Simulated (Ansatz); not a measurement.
Rhombohedral A7 As, treated with PBE-D3(BJ) (Ansatz, a quantum-chemistry and plane-wave program, PAW).

Numerical settings: plane-wave cutoff 520 eV, 20×20×20 k mesh, Fermi–Dirac smearing 0.08 eV (set by the program), scalar-relativistic PAW data made under PBE.

Cell (relaxed at this level):

```cif
data_As2
_chemical_formula_sum 'As2'
_space_group_name_H-M_alt 'P 1'
_space_group_IT_number 1
_cell_length_a 4.01811
_cell_length_b 4.01811
_cell_length_c 4.01811
_cell_angle_alpha 56.165
_cell_angle_beta 56.165
_cell_angle_gamma 56.165
loop_
_space_group_symop_operation_xyz
  'x, y, z'
loop_
_atom_site_label
_atom_site_type_symbol
_atom_site_fract_x
_atom_site_fract_y
_atom_site_fract_z
_atom_site_occupancy
As1 As 0.23027 0.23027 0.23027 1
As2 As 0.76973 0.76973 0.76973 1
```

Problem. Give the computed elastic constant C13, Young modulus, elastic constant C12, Voigt–Reuss–Hill bulk modulus, elastic constant C11, elastic constant C33, elastic constant C44 and elastic constant C66.

Solution. 
elastic constant C13: 29.9 GPa
Young modulus: 94.8 GPa
elastic constant C12: 45.4 GPa
Voigt–Reuss–Hill bulk modulus: 55.0 GPa
elastic constant C11: 144 GPa
elastic constant C33: 56.0 GPa
elastic constant C44: 52.4 GPa
elastic constant C66: 49.2 GPa

Note: the dispersion coefficients are held fixed in the derivatives.

Elastic constants are with the ions relaxed.

Static lattice: no zero-point or thermal effects.

Computing time: about 40 core-minutes (a rough figure).
